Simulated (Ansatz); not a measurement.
**How far each method lies from RCCSDT(Q) for C2H4S, singlet**

Geometry: MP2(full)/6-31G*, from the G2/97 set.

```xyz
7

C     0.0000   -0.7397   -0.8641
S     0.0000    0.0000    0.7917
C     0.0000    0.7397   -0.8641
H    -0.9139   -1.2501   -1.1486
H     0.9139   -1.2501   -1.1486
H     0.9139    1.2501   -1.1486
H    -0.9139    1.2501   -1.1486
```

Basis cc-pV(T+d)Z; Ansatz 0.2.0. Only valence electrons are correlated (noble-gas cores frozen), which leaves 18 electrons in 148 orbitals. Prefix R: restricted or restricted open-shell reference. Active spaces: frontier = (8e, 8o) about the gap.

Full CI isn't at hand for all of this; RCCSDT(Q) serves as the reference, and is uncertain by about the last step of the cluster series.

- UHF ⟨S²⟩: 0.000
- T1 diagnostic (RCCSD): 0.0097
- largest doubles amplitude (RCCSD): 0.041

| level | E − E(RHF) (eV) |
| --- | --- |
| RMP2 | -14.0349 |
| RCCSD | -14.8623 |
| RCCSD(T) | -15.5592 |

Question: Estimate how far RCCSDT(Q) in cc-pV(T+d)Z lies from RCCSD(T). The table doesn't fix it; the size of (T) and the diagnostics are the guide.

Answer: RCCSDT(Q) in cc-pV(T+d)Z lies 1.22 kcal/mol below RCCSD(T), which is 8 % of the (T) step (-16.07 kcal/mol). The diagnostics are small and the rest is a small part of (T), but (T) is large here. The miss exceeds 1 kcal/mol.

The other levels:

```json
{"level": "BCCD(T)", "E − E(RCCSDT(Q)) (kcal/mol)": "1.14", "share of correlation (%)": "99.68", "wall time": "2 s (H100)"}
{"level": "RCCSDT", "E − E(RCCSDT(Q)) (kcal/mol)": "0.94", "share of correlation (%)": "99.74", "wall time": "–"}
```

The correlation energy at RCCSDT(Q), counted from RHF, is -15.612 eV. That run took 63 s on 5 threads of AMD EPYC 7R13 with a whole H100 80 GB, shared host.

Run but not shown, since their state or frozen core can't be matched to the reference's or they repeat it: CASSCF (frontier space), NEVPT2 (frontier space).

Times hold each run's SCF and search for its determinant on a shared host, so for small cases they say little of a method's own cost.

Atomization energy (electronic, same basis, no zero-point term; atoms at the same level, unrestricted beside the R rows where the molecule is a closed shell, with restricted open-shell steps beyond CCSDT(Q)) at RCCSDT(Q): 2544.7 kJ/mol. Errors of other levels:

```tsv
level	error (kJ/mol)
RHF	-652.1
RMP2	44.1
RCCSD	-44.1
RCCSD(T)	-0.1
BCCD(T)	0.8
RCCSDT	-3.4
```

This basis is far from its limit, so the value isn't to be set against a measured one.
